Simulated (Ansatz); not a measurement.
```yaml
crystal:
  periodic: [false, false, false]
  atoms:
    - {symbol: F, position_ang: [-1.069589, 0.523735, 0.971905]}
    - {symbol: Si, position_ang: [0.004779, -0.015268, -0.062200]}
    - {symbol: F, position_ang: [1.257379, -0.535404, 0.759150]}
    - {symbol: H, position_ang: [-0.580194, -1.153333, -0.794711]}
    - {symbol: H, position_ang: [0.437426, 1.106671, -0.915443]}
basis:
  gaussian: {orbitals: cc-pVTZ-DK}
total_charge: 1
magnetization: {spin_polarized: true, initial_magnetization: 1}
hamiltonian: {xc: {name: HSE06}, dispersion: d3bjatm}
output: {forces: true}
```

```sh
$ ansatz run in.yaml --threads 4 --pin off --events-out ev --progress --plain --max-ram 10444MiB
```

Shortened log:

```
Functional definition: HSE06
697 factors; their error is unknown
60 factors; integrals over basis functions are off by at most 6.3e-7 eV
mean field evaluation 1: about -13336.7667 eV, gradient 6.7e1 eV
mean field evaluation 2: about -13272.1079 eV, gradient 1.5e2 eV
mean field evaluation 4: about -13349.2569 eV, gradient 5.2e0 eV
mean field evaluation 8: about -13349.3580 eV, gradient 4.7e-2 eV
mean field evaluation 16: about -13349.3852 eV, gradient 4.1e-5 eV
mean field -13349.38523472 eV, -490.5808588375 hartree, gradient 4.1e-5 eV, S^2 0.761318; 0 other end points of the search recorded, 0 dependent functions left out
reference -13349.38526140 eV, -490.5808598183 hartree; 17, 16 occupied and 105, 106 virtual orbitals, 697 factors
Total energy: -13349.41904818 eV, -490.5821014594 hartree
Relativity: scalar
Atom 0 at    -1.069589     0.523735     0.971905 Å, force     0.424043    -0.246867    -1.046989 eV/Å
Atom 1 at     0.004779    -0.015268    -0.062200 Å, force     0.421249     0.044593     4.385336 eV/Å
Atom 2 at     1.257379    -0.535404     0.759150 Å, force    -0.616053     0.226541    -0.951893 eV/Å
Atom 3 at    -0.580194    -1.153333    -0.794711 Å, force    -0.566337    -1.015340    -1.139634 eV/Å
Atom 4 at     0.437426     1.106671    -0.915443 Å, force     0.337098     0.991073    -1.246819 eV/Å
Dipole moment:    -0.090637    -0.009595    -0.943561 e Å
```

It took 1.2 s on 4 threads of an Arm Neoverse V2 on a shared host, with 0.27 GiB of host memory at the peak.
